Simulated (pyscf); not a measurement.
## Addition across a multiple bond or ene-type step: HN=SiH–Cl + silane (SiH₄) -> H₂N–SiH(SiH₃)–Cl

Gas phase, singlet surface, charge 0. Bonds broken: Si6–H7. Bonds formed: N1–H7, Si2–Si6. Structures and frequencies: ωB97X-D3(BJ)/def2-SVP in PySCF. MP2 and CC: frozen core, UHF for open shells. ΔMP2 is the change of the MP2 total energy from the triple- to the quadruple-zeta basis.

Transition state (Å):

```xyz
10

N     -2.5067    -0.0959     0.1204
Si    -1.0301    -0.7495     0.3029
Cl    -0.1985    -2.1205    -1.0079
H     -3.3875    -0.2854     0.5883
H     -0.2502    -0.9376     1.5545
Si     0.3340     1.2151    -0.6980
H     -1.2675     0.8464    -0.1268
H      0.3354     1.0706    -2.1754
H      0.2307     2.6445    -0.2890
H      1.5580     0.6234    -0.0897
```

One imaginary mode, 1364i cm⁻¹; descent along it reached the two sides named.

```tsv
bond	change	reactant side (Å)	saddle	product side
Si6–H7	breaks	1.496	1.740	3.4
N1–H7	forms	3.4	1.576	1.015
Si2–Si6	forms	3.7	2.593	2.324
```

Electronic energies relative to the separated reactants (kJ/mol):

```tsv
level	barrier	reaction energy	reverse barrier
ωB97X-D3(BJ)/def2-TZVP	111.6	-245.1	356.8
PBE/def2-TZVP	99.9	-207.9	307.8
r²SCAN/def2-TZVP	105.4	-218.0	323.4
B3LYP-D3(BJ)/def2-TZVP	123.3	-213.3	336.7
PBE0-D3(BJ)/def2-TZVP	97.7	-238.1	335.8
M06-2X/def2-TZVP	122.3	-225.3	347.7
ωB97M-D3(BJ)/def2-TZVP	127.9	-215.9	343.8
HF/def2-TZVP	199.7	-220.9	420.6
MP2/def2-QZVPP	122.0	-214.2	336.2
CCSD/def2-TZVPP	144.6	-218.3	362.9
CCSD(T)/def2-TZVPP	134.6	-213.1	347.6
CCSD(T)/def2-TZVPP + ΔMP2(QZVPP)	128.7	-216.3	345.0
```

With CCSD(T)/def2-TZVPP + ΔMP2(QZVPP) energies and thermal terms (ideal gas, 1 atm, RRHO with modes under 100 cm⁻¹ raised to 100, one conformer, R ln 2 for chiral ones without a mode under 150 cm⁻¹), in kJ/mol:

| T (K) | ΔH‡ | ΔG‡ | ΔH | ΔG |
|---|---|---|---|---|
| 298 | 125.6 | 166.7 | -200.8 | -161.4 |
| 600 | 128.8 | 207.2 | -197.0 | -123.0 |
| 900 | 132.1 | 245.7 | -192.9 | -86.9 |
| 1200 | 135.3 | 283.1 | -188.9 | -52.1 |

At the saddle there is also a short H–Si contact that neither side keeps. HN=SiH–Cl lies 110.3 kJ/mol over its isomer H₂N–Si:–Cl [singlet] (electronic energy, ωB97M-D3(BJ)). H₂N–SiH(SiH₃)–Cl lies 59.5 kJ/mol over its isomer H₃Si–NH–SiH₂–Cl (electronic energy, ωB97M-D3(BJ)). One saddle was located; it need not be the lowest between these sides. The CCSD(T) − MP2 part came from Ansatz, without density fitting, on the same reference.
